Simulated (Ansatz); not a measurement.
Zinc-blende BeSe: LDA at its full settings (plane-wave cutoff 520 eV, 12×12×12 k mesh, Fermi–Dirac smearing 0.01 eV, scalar-relativistic PAW data made under PBE) and at cheaper ones, in a cell of 2 atoms with Γ-centred meshes.

| level and setting | lattice parameter a (Å) | bulk modulus (GPa) |
|---|---|---|
| LDA (Ansatz) | 5.081 | 84.0 |
| LDA (2×2×2 k mesh) (Ansatz) | ? | ? |
| LDA (4×4×4 k mesh) (Ansatz) | 5.092 | 83.4 |

### Question
Some entries are withheld; supply them.

### Answer

- LDA (2×2×2 k mesh) (Ansatz, a quantum-chemistry and plane-wave program), lattice parameter a (Å): 5.284
- LDA (2×2×2 k mesh) (Ansatz), bulk modulus (GPa): 69.7

Largest shifts from the full settings: lattice constant a +4.00 % (LDA (2×2×2 k mesh)), against a difference of -1.13 % of the full result from the reference 5.139 Å (measured, temperature not stated, no zero-point or thermal correction; as tabulated in Bernardini et al. (2000), arXiv:cond-mat/0007180); bulk modulus -17.0 % (LDA (2×2×2 k mesh)), against a difference of -8.9 % of the full result from the reference 92.2 GPa (measured, temperature not stated, no zero-point or thermal correction; as tabulated in Inakpenu et al., APS March Meeting 2017, C27.9).

Ansatz's density-functional and Hartree–Fock values are scalar-relativistic unless marked +SOC, with PAW data made under PBE.

Run with cheap settings on purpose, which may leave them unconverged: LDA (2×2×2 k mesh), LDA (4×4×4 k mesh).
